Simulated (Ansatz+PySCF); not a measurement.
**singlet C2H2: levels of theory in one basis**

```yaml
atoms:
  - { symbol: C, position_ang: [0.0000, 0.0000, -0.4780] }
  - { symbol: C, position_ang: [0.0000, 0.0000, 0.8219] }
  - { symbol: H, position_ang: [0.0000, -0.9481, -1.0317] }
  - { symbol: H, position_ang: [0.0000, 0.9481, -1.0317] }
```

Basis set: def2-SVP (spherical functions). Frozen core: 2 orbitals. Charge 0, multiplicity 1.

Computed with Ansatz (development build ahead of 0.2.0); each method stands on the lowest determinant of its kind that the runs found. NEVPT2 correlates all electrons. Active spaces start from the frontier orbitals, and the lowest solution found is given.

| method | E − E(RHF) (eV) | <S²> of the determinant |
| --- | --- | --- |
| RHF | 0.00 | 0.00 |
| UHF | -0.02 | 0.18 |
| RHF-MP2 | -6.27 | – |
| UHF-MP2 | -6.16 | 0.18 |
| RHF-CCSD | -7.09 | – |
| UHF-CCSD | -7.09 | 0.18 |
| RHF-CCSD(T) | -7.35 | – |
| UHF-CCSD(T) | -7.35 | 0.18 |
| CASSCF(4,4) | -1.42 | – |
| CASSCF(2,2) | -0.72 | – |
| SC-NEVPT2(4,4) | -6.30 | – |

Problem. What does SC-NEVPT2(2,2) give on the same scale?

Solution. -6.50 eV. NEVPT2 here correlates all electrons, so it doesn't share the others' frozen core.

Problem. Is a single determinant a sound starting point here?

Solution. Only with care. Unrestricted orbitals gain 0.02 eV and <S²> is 0.18 against 0.00 for a pure state, so spin symmetry breaks but gains little energy; restricted orbitals can still serve. The CASSCF(4,4) natural occupations are 1.98, 1.94, 0.06, 0.02. The CASSCF(2,2) natural occupations are 1.93, 0.07.

Caution for UHF, UHF-MP2, UHF-CCSD, UHF-CCSD(T): the unrestricted determinant is spin contaminated; the determinant breaks the point group. Caution for UHF-MP2: another reference gives a lower total. Caution for CASSCF(4,4), CASSCF(2,2), SC-NEVPT2(4,4): other starts end on other solutions of this active space.
